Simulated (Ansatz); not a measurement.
**C2HF2 radical: a ladder of functionals and wavefunction methods**

How much do the methods differ for C2HF2 radical? The plan is to run it at one geometry with functionals of several rungs and with coupled cluster, and see how far each lands from CCSD(T) at the basis-set limit for the atomisation energy.

Program: Ansatz 0.2.0, Gaussian basis. Level of theory: functionals in def2-TZVPP, the program's frozen cores in correlated methods. These are calculated values, not measurements.

Levels to be run: LDA (SPW92), PBE-D4, revPBE-D4, BLYP-D4, r2SCAN-D4, B97M-V, PBE0-D4, B3LYP-D4, r2SCANh-D4, r2SCAN0-D4, HSE06-D4, BHLYP-D4, CAM-B3LYP-D4, LC-ωPBE, ωB97X-V, ωB97M-V, B2PLYP, PBE-QIDH; CCSD(T)/def2-SVP; CCSD(T)/def2-TZVPP; MP2/def2-QZVPP; extrapolation to the limit; RPA on PBE.

### Step 1. The geometry

All runs share one geometry, relaxed beforehand with PBE0-D4 in a triple-zeta def2 set.

SMILES `F/[C]=C\F`, 5 atoms, charge 0, spin multiplicity 2.

Atoms are counted from 1 here; the program's logs count them from 0.

Bond lengths: F1–C2 1.295 Å, C2–C3 1.313 Å, C3–F4 1.341 Å, C3–H5 1.080 Å. Angles: F1–C2–C3 131.7°, C2–C3–F4 122.5°, C2–C3–H5 122.5°, F4–C3–H5 115.0°.

### Step 2. LDA

This LDA is Slater exchange with PW92 correlation.

File in.yaml:

```yaml
crystal:
  periodic: [false, false, false]
  atoms:
    - {symbol: F, position_ang: [-1.049364, 0.476010, -1.486236]}
    - {symbol: C, position_ang: [-0.103961, -0.180254, -0.893188]}
    - {symbol: C, position_ang: [0.314083, -0.175070, 0.351330]}
    - {symbol: F, position_ang: [-0.242046, 0.599582, 1.294681]}
    - {symbol: H, position_ang: [1.131087, -0.793869, 0.692013]}
basis:
  gaussian: {orbitals: def2-TZVPP}
magnetization: {spin_polarized: true, initial_magnetization: 1}
hamiltonian: {xc: lda}
output: {orbitals: {seedname: orbitals}}
```

The runs that follow: PBE-D4 (GGA); revPBE-D4 (GGA); BLYP-D4 (GGA); r2SCAN-D4 (meta-GGA); B97M-V (meta-GGA); PBE0-D4 (hybrid); B3LYP-D4 (hybrid); r2SCANh-D4 (hybrid); r2SCAN0-D4 (hybrid); HSE06-D4 (hybrid); BHLYP-D4 (hybrid); CAM-B3LYP-D4 (range-separated); LC-ωPBE-D4 (range-separated); ωB97X-V (range-separated); ωB97M-V (range-separated); B2PLYP (double hybrid); PBE-QIDH (double hybrid); CCSD(T) in def2-SVP; CCSD(T) in def2-TZVPP; MP2 in def2-QZVPP; RPA on PBE orbitals.

Q: Predict the results of all the runs planned. Wanted: atomisation energy, CCSD(T)/CBS; farthest beyond LDA; mean size of error, GGA; mean size of error, meta-GGA; mean size of error, hybrid; mean size of error, range-separated; mean size of error, double hybrid; gap, smallest and largest; T1 diagnostic.

**Answer**, as computed:

| quantity | value |
| --- | --- |
| atomisation energy, CCSD(T)/CBS | 1889.7 kJ/mol |
| functionals within 9.4 kJ/mol (0.5 %) | B2PLYP, PBE-QIDH |
| farthest beyond LDA | PBE-D4 (+143.5 kJ/mol) |
| mean size of error, GGA | 87.3 kJ/mol |
| mean size of error, meta-GGA | 34.4 kJ/mol |
| mean size of error, hybrid | 44.0 kJ/mol |
| mean size of error, range-separated | 27.4 kJ/mol |
| mean size of error, double hybrid | 1.8 kJ/mol |
| gap, smallest and largest | 1.59 eV (LDA (SPW92)), 10.09 eV (LC-ωPBE) |
| T1 diagnostic | 0.0311 |
| triples share of the correlation energy | 3.5 % |

In words: LDA overbinds by 449.7 kJ/mol (24 %). PBE-D4 is off by +143.5 kJ/mol. Double hybrids carry the basis error of their MP2 part in triple zeta, and no dispersion term here, so their miss is partly the set-up's. Taken by rung, double hybrid functionals do best (1.8 kJ/mol on average) and GGA ones worst beyond LDA (87.3 kJ/mol). The reference freezes the cores and leaves out relativity and excitations past (T), so misses under about 9.4 kJ/mol can't be ranked. Hartree-Fock recovers 68 % of the binding; the rest is correlation. CCSD(T) in def2-SVP is off by -91.1 kJ/mol, which most functionals beat. The gap grows from 1.6 to 10.1 eV across the functionals, mostly with the share of exact exchange. The UHF reference is spin-contaminated (⟨S²⟩ = 0.94 against 0.75).
